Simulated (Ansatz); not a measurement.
Input file:

```yaml
crystal:
  periodic: [false, false, false]
  atoms:
    - {symbol: Br, position_ang: [0.000000, 0.000000, -1.561667]}
    - {symbol: H, position_ang: [0.000000, 0.000000, -0.040667]}
    - {symbol: N, position_ang: [0.000000, 0.000000, 1.602333]}
basis:
  gaussian: {orbitals: cc-pVTZ}
magnetization: {spin_polarized: true, initial_magnetization: 3}
correlation: {method: ccsdt_q, electrons: outside_noble_gas}
```

```sh
$ ansatz run in.yaml --threads 2 --pin off --events-out ev --progress --plain --max-ram 16896MiB --backend cuda --devices 0, --max-vram 18GiB
```

Log:

```
978 factors; integrals over basis functions are off by at most 2.3e-7 eV
mean field evaluation 1: about -71494.6247 eV, gradient 1.1e1 eV
mean field evaluation 2: about -71494.6298 eV, gradient 1.1e1 eV
mean field evaluation 4: about -71495.9537 eV, gradient 1.9e0 eV
mean field evaluation 8: about -71496.0085 eV, gradient 2.5e-3 eV
mean field evaluation 16: about -71495.9503 eV, gradient 1.9e0 eV
mean field evaluation 32: about -71491.7353 eV, gradient 2.5e-3 eV
mean field evaluation 64: about -71491.7353 eV, gradient 6.6e-3 eV
mean field -71496.00848356 eV, -2627.4298500357 hartree, gradient 1.8e-6 eV, S^2 3.765581; 0 other end points of the search recorded, 0 dependent functions left out
15 core orbitals not correlated: weight in the atoms' cores, before any rotation towards them, 1.000 or more for the frozen orbitals, at most 0.000 for the correlated occupied ones
reference -71496.00848356 eV, -2627.4298500357 hartree; 8, 5 occupied and 64, 67 virtual orbitals, 978 factors
second order -7.54847911 eV of doubles, -0.00000000 eV of singles
cycle   1  -8.24301092 eV  change   -6.9e-1 eV  update   6.7e-2
cycle   2  -8.68462546 eV  change   -4.4e-1 eV  update   2.7e-2
cycle   3  -8.79883818 eV  change   -1.1e-1 eV  update   1.3e-2
cycle   4  -8.77459736 eV  change    2.4e-2 eV  update   5.5e-3
cycle   5  -8.77439945 eV  change    2.0e-4 eV  update   3.9e-3
cycle   6  -8.77969543 eV  change   -5.3e-3 eV  update   1.9e-3
cycle   7  -8.78044452 eV  change   -7.5e-4 eV  update   1.2e-3
cycle   8  -8.78021960 eV  change    2.2e-4 eV  update   5.1e-4
cycle   9  -8.78049959 eV  change   -2.8e-4 eV  update   3.0e-4
cycle  10  -8.78062931 eV  change   -1.3e-4 eV  update   1.3e-4
cycle  11  -8.78038476 eV  change    2.4e-4 eV  update   6.2e-5
cycle  12  -8.78044743 eV  change   -6.3e-5 eV  update   3.6e-5
cycle  13  -8.78044327 eV  change    4.2e-6 eV  update   1.6e-5
cycle  14  -8.78046368 eV  change   -2.0e-5 eV  update   7.8e-6
cycle  15  -8.78047001 eV  change   -6.3e-6 eV  update   3.3e-6
cycle  16  -8.78046935 eV  change    6.6e-7 eV  update   1.5e-6
perturbative correction -0.01008130 eV, -0.0003704811 hartree
Total energy: -71504.79903421 eV, -2627.7528968137 hartree
```

Ran on 2 threads of AMD EPYC 7R13 with a shared H100 80 GB, shared host: 7.5 s wall, 0.85 GiB peak host memory.
